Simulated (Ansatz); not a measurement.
```yaml
crystal:
  periodic: [false, false, false]
  atoms:
    - {symbol: Zr, position_ang: [0.000000, 0.000000, 0.000000]}
    - {symbol: Zr, position_ang: [0.000000, 0.000000, 2.900000]}
basis:
  gaussian: {orbitals: def2-TZVP}
hamiltonian: {xc: pbe0}
relax: {f_tol: 0.004, max_steps: 80}
```

```sh
$ ansatz run in.yaml --threads 1 --pin off --events-out ev --progress --plain --max-ram 2176MiB
```

Steps of the relaxation (energy above the last step; positions in Å, forces in eV/Å):

```
2
step 1, 1981.4 meV
Zr    0.000    0.000    0.000    0.000    0.000    3.175
Zr    0.000    0.000    2.900    0.000    0.000   -3.175
```

```
2
step 2, 539.9 meV
Zr    0.000    0.000    0.195    0.000    0.000    3.856
Zr    0.000    0.000    2.705    0.000    0.000   -3.856
```

```
2
step 3, 305.9 meV
Zr    0.000    0.000    0.390    0.000    0.000   -4.179
Zr    0.000    0.000    2.510    0.000    0.000    4.179
```

```
2
step 5, 0.1 meV
Zr    0.000    0.000    0.318    0.000    0.000   -0.064
Zr    0.000    0.000    2.582    0.000    0.000    0.064
```

```
2
step 6, 0.0 meV
Zr    0.000    0.000    0.316    0.000    0.000    0.001
Zr    0.000    0.000    2.584    0.000    0.000   -0.001
```

Close pairs at the end: Zr1–Zr2 2.267 Å.

A stationary point of restricted PBE0 after 6 steps (its stability towards spin polarisation wasn't tested). 45 s on 1 thread of Arm Neoverse V2, shared host.
